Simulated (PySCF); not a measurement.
Species: H₃PS.
Atom-mapped SMILES: `[PH3:1]=[S:2]` (hydrogens: H3, H4, H5 on P1)

The closed-shell ground state was solved at several levels (PySCF, density fitting, gas phase, non-relativistic). Isolated species at its PBE0-D3(BJ)/def2-SVP geometry, gas phase.

```json
{"level": "KT2/pcSseg-2", "basis functions": "128", "HOMO (eV)": "-5.95", "LUMO (eV)": "-1.25", "gap (eV)": "4.70", "dipole (D)": "3.53"}
{"level": "PBE0/pcSseg-1", "basis functions": "63", "HOMO (eV)": "-6.95", "LUMO (eV)": "-0.12", "gap (eV)": "6.83", "dipole (D)": "3.97"}
```

Q: Estimate the row for PBE0/def2-SVPD, a basis of 75 functions; the other rows only guide the guess.

A: HOMO -7.03 eV, LUMO -0.35 eV, gap 6.68 eV, dipole 3.69 D.

Q: Over all these levels, which gives the widest orbital gap and which the narrowest?

A: PBE0/pcSseg-1 (global hybrid, 25 % exact exchange) has the widest, 6.83 eV, and KT2/pcSseg-2 (GGA) the narrowest, 4.70 eV. Functional and basis both differ between the two, so the spread mixes both effects.

Q: How far do the dipole and the HOMO energy spread over the levels?

A: The dipole runs from 3.53 to 3.97 D (mean 3.73 D) and the HOMO from -7.03 to -5.95 eV.
